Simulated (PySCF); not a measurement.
## Basis-set dependence of excited states

E-2,4-pentadienenitrile, C₅H₅N.
Numbering: `[CH2:1]=[CH:2]/[CH:3]=[CH:4]/[C:5]#[N:6]` (hydrogens: H7, H8 on C1; H9 on C2; H10 on C3; H11 on C4)

TDDFT with PBE0 (PySCF), vertical singlets, core orbitals frozen in the response, spherical d and f functions. Geometry: PBE0-D3(BJ)/def2-SVP, one conformer, isolated molecule.

| basis | functions | diffuse | S1 (eV) | S2 (eV) | S3 (eV) | S4 (eV) | S5 (eV) | LUMO (eV) | α (au) |
| --- | --- | --- | --- | --- | --- | --- | --- | --- | --- |
| 6-31G* | 94 | no | 5.26 | 5.85 | 6.55 | 6.64 | 6.88 | -1.91 | 63.0 |
| def2-SVP | 109 | no | 5.24 | 5.83 | 6.52 | 6.66 | 6.77 | -2.13 | 65.6 |
| def2-SVPD | 160 | yes | 5.13 | 5.82 | 6.45 | 6.50 | 6.76 | -2.28 | 75.6 |
| def2-TZVP | 216 | no | 5.11 | 5.78 | 6.43 | 6.53 | 6.77 | -2.24 | 73.7 |

Q: How much do these states and the polarisability depend on the basis?

A: States are compared by their number. Against the only diffuse basis here (def2-SVPD, itself not a converged limit), sets without diffuse functions differ by up to 0.13 eV in S1 and 0.12 eV in S5. State by state, the largest deviation of a set without diffuse functions is S1 0.13, S2 0.04, S3 0.10, S4 0.17, S5 0.12 eV. The same number needn't mean the same state in each row. Against def2-SVPD the polarisability deviates by -17% in 6-31G*, -13% in def2-SVP, -3% in def2-TZVP.
